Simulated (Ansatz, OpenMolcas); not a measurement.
BCl (SMILES [B]Cl): methods side by side

The species is BCl (2 atoms), meant as a singlet with charge 0. SMILES: `[B]Cl`. The coordinates come from a PBE0-D4/def2-TZVP relaxation.

```xyz
2

B     0.0000    0.0000   -0.0697
Cl    0.0000    0.0000    1.6482
```

Quantity: the energy change with the B1–Cl2 bond stretched from 1.718 to 3.157 Å, in eV. The values are calculated.

```tsv
level	kind	program	value (eV)	less FCI/STO-3G
SVWN5/STO-3G (restricted)	LDA	Ansatz	4.51	+0.16
BHLYP/STO-3G (restricted)	global hybrid	Ansatz	4.89	+0.54
PBE0/STO-3G (restricted)	global hybrid	Ansatz	4.67	+0.32
r2SCAN0/STO-3G (restricted)	hybrid meta-GGA	Ansatz	4.77	+0.42
SC-NEVPT2(2,2)/STO-3G	multireference	OpenMolcas	4.51	+0.16
ACPF/STO-3G (restricted)	coupled cluster or CI	OpenMolcas	3.79	-0.56
CCSD(T)/STO-3G (restricted)	coupled cluster or CI	Ansatz	4.34	-0.01
CCSDT(Q)/STO-3G (restricted)	coupled cluster or CI	Ansatz	4.30	-0.05
FCI/STO-3G	exact in the basis	OpenMolcas	4.35	0.00
```

FCI/STO-3G is exact within its basis and frozen core, so for wave-function methods in that basis the difference is their error; functionals converge differently with the basis, so for them it is only a difference. The first shape isn't each level's own minimum. The values span 3.79 to 4.89 eV. All rows use very small basis sets, so even the best lies far from the true value.
